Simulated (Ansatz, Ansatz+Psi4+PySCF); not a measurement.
```yaml
atoms:
  - { symbol: C, position_ang: [-0.0485, 0.0438, -0.6948] }
  - { symbol: N, position_ang: [-0.0261, 0.0459, 0.7161] }
  - { symbol: H, position_ang: [0.0226, -1.0219, -1.1546] }
  - { symbol: H, position_ang: [-0.9165, 0.5319, -1.0954] }
  - { symbol: H, position_ang: [0.8374, 0.5599, -1.0614] }
  - { symbol: H, position_ang: [-0.8398, -0.4023, 1.1596] }
  - { symbol: H, position_ang: [0.8589, -0.4363, 1.1266] }
```

Basis set: cc-pVTZ (spherical functions). Left uncorrelated: 2 orbitals. Charge 0, multiplicity 1.

Computed with Ansatz (development build ahead of 0.2.0); each method stands on the lowest determinant of its kind that the runs found. Restricted open shells among the atoms or ions are ROHF, correlated in semicanonical orbitals with singles.

Problem. Give the atomization energy at this shape (free ground-state atoms in the same class of orbitals less the molecule, no zero-point energy) of singlet CH₅N by RHF-MP2, RHF.

Solution.

```
 method  atomization energy
RHF-MP2            24.33 eV
    RHF            17.92 eV
```

Caution: the shape is not the minimum.
